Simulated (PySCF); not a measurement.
Species: C3H4Cl (doublet state).
Z-matrix (Å and degrees, GFN2-xTB geometry), rows numbered from 1:
```
C 
C   1  1.3639
C   2  1.3818  1  126.22
Cl  3  1.7012  2  122.82  1    -0.00
H   1  1.0736  2  121.26  3   179.89
H   1  1.0753  2  121.22  3     0.08
H   2  1.0826  1  118.83  3   179.95
H   3  1.0764  2  122.60  1  -179.99
```

The hyperfine couplings belong to this conformer and change with its torsions.

The species is `C(/[CH2])=C/Cl` [radical].

Computed, not measured: PySCF 2.14.0, UKS B3LYP, pcH-1 on C Cl H, non-relativistic, mean-field spin-orbit, GIAO. Isolated species at its GFN2-xTB geometry, gas phase. A GFN2-xTB geometry isn't a minimum of the functional, and hyperfine couplings can be far from their values at a DFT geometry. The SCF solution wasn't tested for stability. ⟨S²⟩ is 0.775 where a pure state has 0.75.

Largest spin populations (Mulliken): C1 (+0.64), C3 (+0.63) and C2 (-0.25). The positive populations add up to 1.34 and the negative ones to -0.34, together 2S = 1. The angles at C1 add up to 360.0°, so it is planar.

(1) McConnell's relation a(H) = Q·ρ ties the coupling of a proton on a planar π carbon to the spin population of that carbon. What Q do the computed values give?

(2) Leave H5 and its like out of the fit. How well does the relation then predict its coupling?

Answers

(1) 
```json
{"H": "H5", "C": "C1", "ρ(C)": "+0.645", "a(H) (G)": "-14.16", "a/ρ (G)": "-22.0"}
{"H": "H6", "C": "C1", "ρ(C)": "+0.645", "a(H) (G)": "-13.76", "a/ρ (G)": "-21.3"}
{"H": "H7", "C": "C2", "ρ(C)": "-0.254", "a(H) (G)": "+3.92", "a/ρ (G)": "-15.4"}
{"H": "H8", "C": "C3", "ρ(C)": "+0.630", "a(H) (G)": "-15.97", "a/ρ (G)": "-25.4"}
```

A least-squares line through the origin gives Q = -22.5 G with Mulliken populations. In McConnell's picture π spin on carbon polarises the C–H bond and leaves opposite spin at the proton, which makes Q negative, as found here. Where ρ is negative the coupling is positive.

(2) The other protons give Q = -24.0 G, so a = -24.0 × 0.645 ≈ -15.45 G, against the computed -14.16 G.

Couplings in gauss use g_iso = 2.0046.
